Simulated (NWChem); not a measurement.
# Total energies of ClNa

```xyz
2

Na     0.0000     0.0000    -1.4209
Cl     0.0000     0.0000     0.9194
```
Charge 0, spin multiplicity 1.

Program: NWChem. All single points use one geometry, from B3LYP/def2-SVP, a minimum by its harmonic frequencies.

Basis set: cc-pVQZ (118 functions).

```json
[
 {"method": "RHF", "total energy (Ha)": "-621.45826", "relative cost": "1"},
 {"method": "MP2", "total energy (Ha)": "-621.69392", "relative cost": "3"},
 {"method": "B2PLYP", "total energy (Ha)": "-622.35798", "relative cost": "3"},
 {"method": "PBE", "total energy (Ha)": "-622.28678", "relative cost": "under 3"},
 {"method": "B3LYP", "total energy (Ha)": "-622.62406", "relative cost": "under 3"},
 {"method": "M06-2X", "total energy (Ha)": "-622.55366", "relative cost": "under 3"}
]
```

Total energies of different functionals aren't comparable as a measure of quality: only differences taken within one method are. Costs are rough ratios of processor time within this set of runs, SCF included, with RHF as 1.

The correlated methods keep 6 core orbitals frozen. B3LYP has NWChem's definition, with VWN1-RPA local correlation. The structure started from a generated list of species.
